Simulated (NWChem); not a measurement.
water (H$_{2}$O); SMILES O

Program: NWChem. Pople sets run with spherical d functions. B3LYP is NWChem's, with the RPA form of VWN correlation. Each level has its own optimisation; frequencies are unscaled.

For level LDA (Slater exchange, VWN5)/def2-SVP:

```yaml
lowest (cm⁻¹): 1558
```

Question: How do the values read with level B3LYP/6-31G* instead?

Answer: 
| Property | Result |
|---|---|
| lowest (cm⁻¹) | 1711 |
